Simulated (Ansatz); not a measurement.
# C2H5Si+ (SMILES CC=[SiH+]): functionals against CCSD(T) at one geometry

The atoms stand at a structure displaced at random from a GFN2-xTB minimum. How far do the functionals agree with CCSD(T) there?

Method: single points in def2-TZVPP; program: Ansatz 0.2.0, Gaussian basis.

Correlated methods freeze the cores.

**1. The starting structure**

SMILES `CC=[SiH+]`, 8 atoms, charge 1, spin multiplicity 1.

Atoms are counted from 1 here; the program's logs count them from 0.

Bond lengths: C1–C2 1.439 Å, C1–H4 1.278 Å, C1–H5 0.911 Å, C1–H6 0.992 Å, C2–Si3 1.812 Å, C2–H7 0.977 Å, Si3–H8 1.385 Å. Angles: C2–C1–H4 103.4°, C2–C1–H5 112.4°, C2–C1–H6 112.8°, H4–C1–H5 106.5°, H4–C1–H6 108.0°, H5–C1–H6 113.0°, C1–C2–Si3 126.8°, C1–C2–H7 118.8°, Si3–C2–H7 114.3°, C2–Si3–H8 176.8°.

Coordinates:

```xyz
8
C2H5Si
C    -0.3841    0.9069   -0.3037
C     0.5084   -0.2125   -0.1600
Si    0.3411   -1.5911    1.0045
H    -1.4772    0.3673   -0.6877
H    -0.1266    1.4728   -0.9701
H    -0.5582    1.3733    0.5547
H     1.2604   -0.2970   -0.7772
H     0.1885   -2.6881    1.8358
```

**2. CCSD(T)/def2-TZVPP**

The input, run/in.yaml:

```yaml
crystal:
  periodic: [false, false, false]
  atoms:
    - {symbol: C, position_ang: [-0.384100, 0.906900, -0.303700]}
    - {symbol: C, position_ang: [0.508400, -0.212500, -0.160000]}
    - {symbol: Si, position_ang: [0.341100, -1.591100, 1.004500]}
    - {symbol: H, position_ang: [-1.477200, 0.367300, -0.687700]}
    - {symbol: H, position_ang: [-0.126600, 1.472800, -0.970100]}
    - {symbol: H, position_ang: [-0.558200, 1.373300, 0.554700]}
    - {symbol: H, position_ang: [1.260400, -0.297000, -0.777200]}
    - {symbol: H, position_ang: [0.188500, -2.688100, 1.835800]}
basis:
  gaussian: {orbitals: def2-TZVPP}
total_charge: 1
correlation: {method: ccsd_t}
output: {forces: true}
```

No record of the launch command was kept for these runs.

**3. PBE0-D4/def2-TZVPP**

Edit run/in.yaml of step 2 so:

```diff
@@ -14,3 +14,3 @@
 total_charge: 1
-correlation: {method: ccsd_t}
-output: {forces: true}
+hamiltonian: {xc: pbe0, dispersion: d4}
+output: {forces: true, orbitals: {seedname: orbitals}}
```

**4. wB97M-V/def2-TZVPP**

Edit run/in.yaml of step 3 so:

```diff
@@ -14,3 +14,3 @@
 total_charge: 1
-hamiltonian: {xc: pbe0, dispersion: d4}
-output: {forces: true, orbitals: {seedname: orbitals}}
+hamiltonian: {xc: {name: wB97M-V}}
+output: {forces: true}
```

**5. r2SCAN-D4/def2-TZVPP**

Edit run/in.yaml of step 4 so:

```diff
@@ -14,3 +14,3 @@
 total_charge: 1
-hamiltonian: {xc: {name: wB97M-V}}
+hamiltonian: {xc: r2scan, dispersion: d4}
 output: {forces: true}
```

**6. PBE-D4/def2-TZVPP**

Edit run/in.yaml of step 5 so:

```diff
@@ -14,3 +14,3 @@
 total_charge: 1
-hamiltonian: {xc: r2scan, dispersion: d4}
+hamiltonian: {xc: pbe, dispersion: d4}
 output: {forces: true}
```

**7. r2SCAN0-D4/def2-TZVPP**

Edit run/in.yaml of step 6 so:

```diff
@@ -14,3 +14,3 @@
 total_charge: 1
-hamiltonian: {xc: pbe, dispersion: d4}
+hamiltonian: {xc: {name: r2SCAN0}, dispersion: d4}
 output: {forces: true}
```

**8. BHLYP-D4/def2-TZVPP**

Edit run/in.yaml of step 7 so:

```diff
@@ -14,3 +14,3 @@
 total_charge: 1
-hamiltonian: {xc: {name: r2SCAN0}, dispersion: d4}
+hamiltonian: {xc: {name: BHLYP}, dispersion: d4}
 output: {forces: true}
```

(Steps that only read results are left out.)

**Question.** What will these runs give? Wanted: energy less free atoms, CCSD(T)/def2-TZVPP; RMS force component; RMS force error; HOMO and LUMO, PBE0-D4; T1 diagnostic.

**Answer**, as computed:

| quantity | value |
| --- | --- |
| energy less free atoms, CCSD(T)/def2-TZVPP | -17.684 eV |
| RMS force component | 3.832 to 3.934 eV/Å over the methods |
| RMS force error | PBE0-D4 0.248, wB97M-V 0.233, r2SCAN-D4 0.206, PBE-D4 0.254, r2SCAN0-D4 0.248, BHLYP-D4 0.257 eV/Å |
| HOMO and LUMO, PBE0-D4 | -12.17 and -9.20 eV |
| T1 diagnostic | 0.019 |

In words: Against CCSD(T) the functionals' energies less atoms differ by -1.231 to +0.004 eV, PBE-D4 by -1.231 eV. The reference is not at the basis limit: in triple zeta CCSD(T) underbinds, which counts against methods that bind more; the gaps are no ranking. On forces the order runs from r2SCAN-D4 to BHLYP-D4. Frozen-core CCSD(T) forces in triple zeta carry basis errors of their own, and this is one geometry, so small gaps rank nothing. The restricted Hartree–Fock reference is unstable towards an unrestricted one at one or more of these structures.
